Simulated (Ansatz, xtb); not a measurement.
## Relative energy of two structures of BClH2Si

We compare I, a singlet given by its coordinates, with II, a singlet given by its coordinates. Both are isolated molecules in the gas phase, relaxed with PBE0-D3(BJ)/def2-SVP.

I (Å):

```xyz
5

B    -0.0921   -0.3395   -0.2570
Cl   -1.0748   -0.0052    1.2098
Si    0.9243   -1.7969    0.5956
H     1.9076   -0.7011    1.0363
H    -0.3184    0.3056   -1.2459
```

Close contacts (Å): B1–Cl2 1.80, B1–Si3 1.97, Cl2–Si3 2.75, B1–H5 1.20, Si3–H4 1.54.

II (Å):

```xyz
5

B     0.0997   -0.1101    0.2231
Cl   -0.8612   -0.4271   -1.6857
Si   -1.7871   -0.6862    0.2959
H     0.9836   -0.9346    0.2866
H     0.3710    1.0688    0.2623
```

Close contacts (Å): B1–Cl2 2.16, B1–Si3 1.97, Cl2–Si3 2.20, B1–H4 1.21, B1–H5 1.21.

Problem. Which of the two would you expect CCSD(T)/def2-TZVPP electronic energies to favour?

Solution. Structure II; the calculation gives E(II) − E(I) = −7.1 kcal/mol.

How the difference moves with the method:

```
               level              geometry  E(II) − E(I) (kcal/mol)  departure from the last row (kcal/mol)  job, with rough time for the two
            GFN2-xTB              GFN2-xTB                     −11.0                                    −3.9              optimisation, 0.27 s
           HF/STO-3G              GFN2-xTB                     −35.2                                   −28.1               single point, 0.4 s
  r2SCAN-D4/def2-SVP              GFN2-xTB                     −13.7                                    −6.6               single point, 4.6 s
PBE0-D3(BJ)/def2-SVP  PBE0-D3(BJ)/def2-SVP                      −6.3                                    +0.7                optimisation, 68 s
       HF/def2-TZVPP  PBE0-D3(BJ)/def2-SVP                      −3.9                                    +3.1           part of the CCSD(T) run
      MP2/def2-TZVPP  PBE0-D3(BJ)/def2-SVP                      −8.3                                    −1.2           part of the CCSD(T) run
  CCSD(T)/def2-TZVPP  PBE0-D3(BJ)/def2-SVP                      −7.1                                                        single point, 44 s
```

The levels shown agree on the order. The largest departure from CCSD(T)/def2-TZVPP is that of HF/STO-3G, 28.1 kcal/mol.

With harmonic frequencies from PBE0-D3(BJ)/def2-SVP (ideal gas, rigid rotor, one conformer each, 298.15 K, 1 atm): on the last row, ΔE + ΔZPE = −5.9, ΔH = −6.1, ΔG = −5.5 kcal/mol.

The correlated steps freeze 11 core orbitals. Mirror images aren't counted in ΔG. Run with Ansatz 0.2.0, xtb 6.7.1; the last row on 1 thread of Arm Neoverse N1 on a shared host.
